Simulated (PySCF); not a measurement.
## A search over the determinants of AlO

Unrestricted PBE0; PySCF, no relativity, basis sets Al def2-TZVPPD, O def2-TZVPPD. Outer shells of the fragments: Al 3s2 3p1; O 2s2 2p4.

Followed along the bond (rough minima from three points):

| 2Ms+1 | unpaired | ⟨S²⟩ at the start | R at minimum (Å) | Te (eV) |
| --- | --- | --- | --- | --- |
| 2 | σ ↑ | 0.77 | 1.62 | 0.00 |
| 2 | π ↑ | 0.75 | 1.78 | 0.54 |
| 4 | σ ↑, π ↑↑ | 3.76 | 1.79 | 3.26 |

Solutions found at the starting distance of 1.795 Å, counted from the lowest of them; the search is not exhaustive and high or unbound solutions are not listed, so other states can lie among these:

```tsv
2Ms+1	unpaired	term	E (eV)	⟨S²⟩	⟨Lz²⟩	μ (D)
2	σ ↑	²Σ⁺	0.00	0.77	0.00	-4.37
2	π ↑	²Π	0.17	0.75	1.01	-1.51
4	σ ↑, π ↑↑	mixed	2.89	3.76	2.01	-1.66
4	σ ↑, π ↑↑	mixed	3.09	3.76	2.01	-1.56
2	π ↑	mixed	3.78	1.30	1.00	-3.39
4	σ ↑↑, π ↑	⁴Π	4.71	3.75	1.00	-2.01
```

A term symbol is given only where ⟨S²⟩ and ⟨Lz²⟩ are close to those of a pure state; real π, δ and φ orbitals otherwise mix terms. A positive dipole means Al(−)O(+).

Question: Compare the gap between the two lowest followed solutions at the starting distance with the gap between their minima.

Answer: At PBE0 the second solution (doublet, unpaired electrons π ↑) lies +0.17 eV from the first (doublet, unpaired electrons σ ↑) at 1.795 Å and +0.54 eV at the minima; the two curves relax by different amounts, since their minima lie near 1.78 and 1.62 Å.

Counting both spins, an empty level lies below a filled one in some of these solutions, because spin and occupation are held.
